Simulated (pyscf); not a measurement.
# Hydrogen abstraction: `[PH3]` + `[H]` [doublet] → `[PH2]` [doublet] + `[H][H]`

Gas phase, doublet surface, charge 0. Bonds broken: P1–H3. Bonds formed: H2–H3. Single points on ωB97X-D3(BJ)/def2-SVP structures (PySCF, gas phase).

Transition state (Å):

```xyz
5

P     -0.9927     0.0473    -0.6467
H     -1.1307    -2.2095     1.0374
H     -1.0309    -1.2133     0.1151
H     -2.2252     0.5006    -0.0931
H     -0.2068     0.7038     0.3444
```

One imaginary mode, 788i cm⁻¹; descent along it reached the two sides named.

| bond | change | reactant side (Å) | saddle | product side |
|---|---|---|---|---|
| P1–H3 | breaks | 1.424 | 1.473 | 3.0 |
| H2–H3 | forms | 3.4 | 1.361 | 0.761 |

Electronic energies relative to the separated reactants (kcal/mol):

| level | barrier | reaction energy | reverse barrier |
|---|---|---|---|
| ωB97X-D3(BJ)/def2-TZVP | 3.3 | -19.8 | 23.1 |
| PBE/def2-TZVP | -0.6 | -19.8 | 19.2 |
| r²SCAN/def2-TZVP | -2.2 | -22.9 | 20.7 |
| B3LYP-D3(BJ)/def2-TZVP | -1.0 | -23.4 | 22.4 |
| PBE0-D3(BJ)/def2-TZVP | 0.7 | -19.6 | 20.4 |
| M06-2X/def2-TZVP | 3.8 | -21.7 | 25.5 |
| ωB97M-D3(BJ)/def2-TZVP | 3.2 | -20.1 | 23.4 |
| HF/def2-TZVP | 8.9 | -19.6 | 28.5 |

With ωB97M-D3(BJ)/def2-TZVP energies and thermal terms (ideal gas, 1 atm, RRHO with modes under 100 cm⁻¹ raised to 100, one conformer, R ln 2 for chiral ones without a mode under 150 cm⁻¹), in kcal/mol:

```tsv
T (K)	ΔH‡	ΔG‡	ΔH	ΔG
298	2.0	7.6	-20.0	-21.3
600	1.7	13.5	-19.9	-22.7
900	1.5	19.4	-20.2	-24.1
1200	1.3	25.4	-20.8	-25.3
```

At PBE, r²SCAN, B3LYP-D3(BJ) this geometry lies under the reactants; that is no barrier but a single point on another level's saddle; such a level's own saddle, if it has one, lies nearer that side and is low. One saddle was located; it need not be the lowest between these sides. The angle at the transferred H is 168°.
